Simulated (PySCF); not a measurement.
**Nuclear quadrupole coupling in dihydrogen phosphate**

Dihydrogen phosphate, H2O4P (charge -1).
Z-matrix (Å and degrees, PBE0-D3(BJ)/def2-SVP geometry), rows numbered from 1:
```
O 
P   1  1.5020
O   2  1.5019  1  126.01
O   2  1.6716  1  108.53  3   125.75
O   2  1.6719  1  105.15  3  -127.26
H   4  0.9636  2  102.20  1  -144.61
H   5  0.9635  2  102.07  1    -6.88
```

Field gradients from the PBE0/pcSseg-1 density (PySCF, non-relativistic), principal values in atomic units, ordered |Vxx| ≤ |Vyy| ≤ |Vzz|:

```
atom      Vxx      Vyy     Vzz
  O1  -0.4563  -0.4649  0.9213
  O3  -0.4577  -0.4633  0.9210
  O4  -0.0496  -1.4751  1.5247
  O5  -0.0470  -1.4754  1.5224
```

Task: Find the asymmetry η = (Vxx − Vyy)/Vzz and the couplings χ = eQV/h (234.96 MHz × Q in barn × V in au), with Q(17O) = −0.0256 b.

Result: 
```
atom         environment  nucleus     η  χzz (MHz)  χxx (MHz)  χyy (MHz)
  O1  oxygen bonded to P      17O  0.01      -5.54       2.74       2.80
  O3  oxygen bonded to P      17O  0.01      -5.54       2.75       2.79
  O4     hydroxyl oxygen      17O  0.93      -9.17       0.30       8.87
  O5     hydroxyl oxygen      17O  0.94      -9.16       0.28       8.87
```

The gradient is axial or nearly so (η below 0.05) at O1 and O3. At O4 and O5 η is above 0.9: Vyy and Vzz are nearly equal in size and opposite in sign, so a small change could swap them and flip the sign of χzz. 

Task: What is Vzz at O5 in SI units (1 au = 9.71736 × 10²¹ V/m²)?

Result: 1.5224 au = 14.793 × 10²¹ V/m².

Task: And the gradient at the other heavy atoms, for which no coupling is worked out here?

Result: 
| atom | environment | Vzz (au) | η |
| --- | --- | --- | --- |
| P2 | phosphoryl phosphorus | -1.029 | 0.40 |

Task: What couplings would deuterons (Q(2H) = 0.00286 b) have in place of the hydrogens, at this geometry?

Result: 
```csv
atom,bonded to,bond length (Å),Vzz (au),η,χzz (kHz)
H6,O4,0.964,0.4729,0.10,318
H7,O5,0.963,0.4732,0.10,318
```

One conformer (not necessarily the lowest) at the PBE0-D3(BJ)/def2-SVP geometry, without solvent, vibrations or thermal averaging. The pcSseg-1 basis has no diffuse functions, a weakness for an anion. The small basis limits the accuracy of the gradients.

The run behind these numbers computed NMR shieldings as well. The run took 5.9 s on x86-64 server, one thread (shared host).
